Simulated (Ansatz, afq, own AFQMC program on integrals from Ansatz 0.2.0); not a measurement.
## Al2H4, singlet: AFQMC among the cluster methods

```xyz
6

Al    0.0000    0.0000    1.3086
Al    0.0000    0.0000   -1.3086
H     0.0000    1.3533    2.1524
H     0.0000   -1.3533    2.1524
H     0.0000    1.3533   -2.1524
H     0.0000   -1.3533   -2.1524
```

Connectivity, by distances: AlH2–AlH2.

Basis cc-pVTZ. Only valence electrons are correlated. AFQMC by an in-house program on the Cholesky factors that Ansatz 0.2.0 writes for its CCSD(T) run. The CISD trial takes its coefficients from CCSD amplitudes. Released means that phaseless walkers are propagated on without the constraint, phases kept. ± is one standard error of the sampling.

Determinant: RHF, the one that the program's search chose, which needn't be the lowest solution. The geometry is a PBE0/def2-TZVP stationary point of this or a neighbouring charge and spin state.

No full CI on the walks' own integrals is used here; CCSDT(Q) serves as the reference and is uncertain by about the last step of the cluster series.

Cautions: the ph-AFQMC/HF walk drifts between its halves (2.3 errors).

* T1 diagnostic: 0.0101
* weight of the determinant in the CISD state: 0.873
* size of the correlated space: 10 electrons in 114 orbitals

```json
{"level": "MP2", "correlation energy (eV)": "-4.4221"}
{"level": "CCSD", "correlation energy (eV)": "-5.5222"}
{"level": "CCSD(T)", "correlation energy (eV)": "-5.6426"}
```

Question: Estimate where AFQMC with the constraint released lies against CCSD(T) on the same integrals.

Answer: 1.38 ± 0.19 mEh below CCSD(T).

Reference: CCSDT(Q), correlation energy -5.675 eV. The released energy is read at 2.40 1/Eh (meV from the phaseless value at times in 1/Eh: 1 ± 5 at 0.24, -5 ± 5 at 0.51, -6 ± 4 at 0.99, -3 ± 5 at 1.62, -9 ± 5 at 2.40).

```tsv
level	E − E(reference) (mEh)	share of correlation (%)
CCSD(T)	1.20	99.42
CCSDT	0.17	99.92
ph-AFQMC/HF	-2.58 ± 0.92	101.24
ph-AFQMC/CISD	0.16 ± 0.18	99.92
released AFQMC	-0.18 ± 0.19	100.08
```

A walk keeps the symmetry of its determinant, which the program's search chose and which needn't be the lowest solution, so a lower state of the same spin and another symmetry isn't excluded. Released energies are given only where the last usable release times agree within the noise; a slower fall can still hide under it.
